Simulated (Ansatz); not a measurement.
# BSiH2 (quartet): the correlation ladder at distance Si1–B2 = 2.197 Å, 6-31G

How much of the correlation energy of BSiH2 (quartet) does each wave-function method recover here?

The runs use Ansatz 0.2.0, Gaussian basis; 6-31G, core rule «outside noble gas», up to 6 orbitals frozen.

Plan: UHF; CCSD(T) on ROHF; CCSD(T) on UHF; BCCD(T) on ROHF; CISD; CCSDT(Q) on ROHF; CCSDT(Q) on UHF; CCSDTQ on ROHF; CCSDTQ on UHF; CASSCF and MRCISD+Q, 5 electrons in 5 orbitals; CASSCF and NEVPT2, 5 electrons in 5 orbitals; CASSCF and MRCISD+Q, 9 electrons in 10 orbitals; CASSCF and NEVPT2, 9 electrons in 10 orbitals; Full CI.

### Step 1. The system

The geometry derives from a PBE0/def2-TZVP stationary point (not a proven minimum). One bond is set to the value named and the two fragments are kept rigid.

4 atoms, charge 0, spin multiplicity 4.

Atoms are counted from 1 here; the program's logs count them from 0.

Bond lengths: Si1–B2 2.197 Å, B2–H3 1.191 Å, B2–H4 1.191 Å. Angles: Si1–B2–H3 115.4°, Si1–B2–H4 115.4°, H3–B2–H4 129.2°.

### Step 2. UHF

The input, in.yaml:

```yaml
crystal:
  periodic: [false, false, false]
  atoms:
    - {symbol: Si, position_ang: [0.000000, 0.000000, 0.713986]}
    - {symbol: B, position_ang: [0.000000, 0.000000, -1.483014]}
    - {symbol: H, position_ang: [0.000000, -1.075954, -1.994065]}
    - {symbol: H, position_ang: [0.000000, 1.075954, -1.994065]}
basis:
  gaussian: {orbitals: 6-31G}
magnetization: {spin_polarized: true, initial_magnetization: 3}
hamiltonian: {xc: hf}
output: {orbitals: {seedname: orbitals}}
```

Run with:

```
$ ansatz run in.yaml --threads 1 --pin off --events-out ev --progress --plain --max-ram 4096MiB --backend cpu
```

After this run come: CCSD(T) on ROHF; CCSD(T) on UHF; BCCD(T) on ROHF; CISD; CCSDT(Q) on ROHF; CCSDT(Q) on UHF; CCSDTQ on ROHF; CCSDTQ on UHF; CASSCF and MRCISD+Q, 5 electrons in 5 orbitals; CASSCF and NEVPT2, 5 electrons in 5 orbitals; CASSCF and MRCISD+Q, 9 electrons in 10 orbitals; CASSCF and NEVPT2, 9 electrons in 10 orbitals; Full CI.

**Question.** What will the summary of the whole plan be? Wanted: FCI from the RHF energy; RMP2 from FCI; UMP2 from FCI; RCCSD from FCI; RCCSD(T) from FCI; UCCSD(T) from FCI; RCCSDT(Q) from FCI; UCCSDT(Q) from FCI; NEVPT2 pair from FCI.

As calculated:

```
                         quantity                                                                                                                  value
          FCI from the ROHF energy                                                                                                             -2.7593 eV
                    RMP2 from FCI                                                                                                             +775.1 meV
                    UMP2 from FCI                                                                                                             +784.0 meV
                   RCCSD from FCI                                                                                                             +102.6 meV
                RCCSD(T) from FCI                                                                                                              +29.3 meV
                UCCSD(T) from FCI                                                                                                              +28.7 meV
               RCCSDT(Q) from FCI                                                                                                               +0.7 meV
               UCCSDT(Q) from FCI                                                                                                               -0.2 meV
             NEVPT2 pair from FCI                                                                                                             +679.1 meV
           MRCISD+Q pair from FCI                                                                                                              +52.2 meV
          NEVPT2 valence from FCI                                                                                                             +276.5 meV
levels within 1 kcal/mol (43 meV)  RCCSD(T), UCCSD(T), BCCD(T), RCCSDT, UCCSDT, RCCSDT(Q), UCCSDT(Q), RCCSDTQ, UCCSDTQ, MRCISD valence, MRCISD+Q valence
                    T1 diagnostic                                                                                                                  0.040
   effectively unpaired electrons                                                                                                                   3.03
```

What this shows: RCCSD(T) misses by +29.3 meV, 1.1 % of the correlation energy. One determinant dominates. Of the multireference levels listed MRCISD+Q valence comes nearest in total energy (+12.9 meV), which doesn't show that its space is the better one. These misses are within one basis, not against nature; the frozen cores of restricted and unrestricted runs differ, which can shift their rows.

Levels on UHF freeze UHF's core orbitals, full CI those of ROHF, so the U rows can settle a little off it for that reason alone.

With open shells the CI space here admits some triples and quadruples, so it is larger than plain CISD.
